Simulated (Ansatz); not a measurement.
# AlH3S: taking an electron away

An exercise on one series of results from a longer session: the logs are not shown, and one member is left open.

The runs use Ansatz 0.2.0, Gaussian basis; unrestricted cation, the program's frozen cores in correlated methods.

Levels to be run: UKS PBE-D4/def2-TZVPP; UKS r2SCAN-D4/def2-TZVPP; UKS PBE0-D4/def2-TZVPP; UKS B3LYP-D4/def2-TZVPP; UKS wB97X-V/def2-TZVPP; UKS wB97M-V/def2-TZVPP; UKS B2PLYP/def2-TZVPP; UHF-CCSD(T)/def2-TZVPP; UHF-MP2/def2-QZVPP; extrapolation to the limit; then −ε(HOMO) from the neutral's earlier runs with LDA (SPW92), PBE-D4, revPBE-D4, BLYP-D4, r2SCAN-D4, B97M-V, PBE0-D4, B3LYP-D4, r2SCANh-D4, r2SCAN0-D4, HSE06-D4, BHLYP-D4, CAM-B3LYP-D4, LC-ωPBE, ωB97X-V, ωB97M-V.

## Structure used throughout

All runs share one geometry, relaxed beforehand with PBE0-D4 in a triple-zeta def2 set.

SMILES `[AlH2][SH]`, 5 atoms, charge 0, spin multiplicity 1.

Atoms are counted from 1 here; the program's logs count them from 0.

Bond lengths: Al1–S2 2.181 Å, Al1–H3 1.579 Å, Al1–H4 1.581 Å, S2–H5 1.344 Å. Angles: S2–Al1–H3 116.5°, S2–Al1–H4 118.9°, H3–Al1–H4 124.6°, Al1–S2–H5 93.7°.

As a file:

```
Al   -0.6161   -0.0642   -0.1817
S     1.1291   -0.3431    1.0966
H    -1.9817   -0.6501    0.3511
H    -0.4411    0.6960   -1.5564
H     1.9597    0.2878    0.2490
```

Set-up of the first run:

in.yaml

```yaml
crystal:
  periodic: [false, false, false]
  atoms:
    - {symbol: Al, position_ang: [-0.616069, -0.064236, -0.181718]}
    - {symbol: S, position_ang: [1.129094, -0.343068, 1.096562]}
    - {symbol: H, position_ang: [-1.981651, -0.650101, 0.351130]}
    - {symbol: H, position_ang: [-0.441078, 0.696002, -1.556429]}
    - {symbol: H, position_ang: [1.959705, 0.287803, 0.248953]}
basis:
  gaussian: {orbitals: def2-TZVPP}
total_charge: 1
magnetization: {spin_polarized: true, initial_magnetization: 1}
hamiltonian: {xc: pbe, dispersion: d4}
```

Steps of the session up to this table: Cation, UKS PBE-D4/def2-TZVPP; Cation, UKS r2SCAN-D4/def2-TZVPP; Cation, UKS PBE0-D4/def2-TZVPP; Cation, UKS B3LYP-D4/def2-TZVPP; Cation, UKS wB97X-V/def2-TZVPP; Cation, UKS wB97M-V/def2-TZVPP; Cation, UKS B2PLYP (frozen core)/def2-TZVPP; Cation, UHF-CCSD(T)/def2-TZVPP; Cation, UHF-MP2/def2-QZVPP.

One table of the session follows, with a row left open; its other results are not shown here.

For comparison, −ε(HOMO) of the neutral from earlier runs:

| functional | −ε(HOMO) (eV) |
| --- | --- |
| LDA (SPW92) | 6.83 |
| PBE-D4 | ? |
| revPBE-D4 | 6.65 |
| BLYP-D4 | 6.51 |
| r2SCAN-D4 | 6.97 |
| B97M-V | 7.05 |
| PBE0-D4 | 7.86 |
| B3LYP-D4 | 7.60 |
| r2SCANh-D4 | 7.40 |
| r2SCAN0-D4 | 8.04 |
| HSE06-D4 | 7.46 |
| BHLYP-D4 | 8.86 |
| CAM-B3LYP-D4 | 9.15 |
| LC-ωPBE | 10.58 |
| ωB97X-V | 10.20 |
| ωB97M-V | 10.04 |

Q: Estimate the row for PBE-D4 from the others.

**Answer.** −ε(HOMO) (eV): 6.70. In the column «−ε(HOMO) (eV)» it lies between revPBE-D4 (6.65) and LDA (SPW92) (6.83).
